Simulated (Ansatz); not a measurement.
Input file:

```yaml
crystal:
  periodic: [false, false, false]
  atoms:
    - {symbol: Cl, position_ang: [0.000000, 0.000000, -1.294333]}
    - {symbol: H, position_ang: [0.000000, 0.000000, 0.274667]}
    - {symbol: H, position_ang: [0.000000, 0.000000, 1.019667]}
basis:
  gaussian: {orbitals: cc-pVDZ}
magnetization: {spin_polarized: false, initial_magnetization: 1}
correlation: {method: ccsdtq, electrons: outside_noble_gas}
```

```sh
$ ansatz run in.yaml --threads 2 --pin off --events-out ev --progress --plain --max-ram 24576MiB --backend cuda --devices 0, --max-vram 18GiB
```

Question: Roughly how long does this take on 2 threads of AMD EPYC 7R13 with a shared H100 80 GB, shared host, and how much host memory?

Answer: 14 s wall and 0.83 GiB.

```
470 factors; integrals over basis functions are off by at most 1.6e-7 eV
mean field evaluation 1: about -12531.8639 eV, gradient 8.4e0 eV
mean field evaluation 2: about -12531.8643 eV, gradient 8.4e0 eV
mean field evaluation 4: about -12532.4044 eV, gradient 1.1e0 eV
mean field evaluation 8: about -12532.4436 eV, gradient 3.3e-3 eV
mean field evaluation 16: about -12532.4421 eV, gradient 2.4e-1 eV
mean field evaluation 32: about -12532.3321 eV, gradient 4.0e0 eV
mean field evaluation 64: about -12531.3230 eV, gradient 1.2e-2 eV
mean field -12532.44361563 eV, -460.5588080789 hartree, gradient 2.6e-6 eV, S^2 0.750000; 5 other end points of the search recorded, 0 dependent functions left out
mean field evaluation 96: about -12532.5203 eV, gradient 2.2e0 eV
determinant -12532.44361563 eV, -460.5588080789 hartree, with singles and doubles -12537.34111537 eV, -460.7387878747 hartree
determinant -12531.32328175 eV, -460.5176365682 hartree, with singles and doubles -12536.04996067 eV, -460.6913388146 hartree
5 core orbitals not correlated: weight in the atoms' cores, before any rotation towards them, 1.000 or more for the frozen orbitals, at most 0.000 for the correlated occupied ones
reference -12532.44361563 eV, -460.5588080789 hartree; 5, 4 occupied and 18, 19 virtual orbitals, 470 factors
second order -4.16965174 eV of doubles, -0.11523303 eV of singles
cycle   1  -4.74995837 eV  change   -4.6e-1 eV  update   4.8e-2
cycle   2  -4.96045465 eV  change   -2.1e-1 eV  update   1.9e-2
cycle   3  -4.98121687 eV  change   -2.1e-2 eV  update   8.7e-3
cycle   4  -4.97858644 eV  change    2.6e-3 eV  update   4.4e-3
cycle   5  -4.97885261 eV  change   -2.7e-4 eV  update   1.4e-3
cycle   6  -4.97849246 eV  change    3.6e-4 eV  update   4.9e-4
cycle   7  -4.97818337 eV  change    3.1e-4 eV  update   1.4e-4
cycle   8  -4.97824943 eV  change   -6.6e-5 eV  update   5.6e-5
cycle   9  -4.97825349 eV  change   -4.1e-6 eV  update   1.9e-5
cycle  10  -4.97823514 eV  change    1.8e-5 eV  update   8.1e-6
cycle  11  -4.97823839 eV  change   -3.3e-6 eV  update   3.3e-6
cycle  12  -4.97823869 eV  change   -2.9e-7 eV  update   1.2e-6
cycle  13  -4.97823910 eV  change   -4.1e-7 eV  update   4.8e-7
Total energy: -12537.42185473 eV, -460.7417549915 hartree
```

For the same geometry and basis full CI lies 0.1 meV lower.
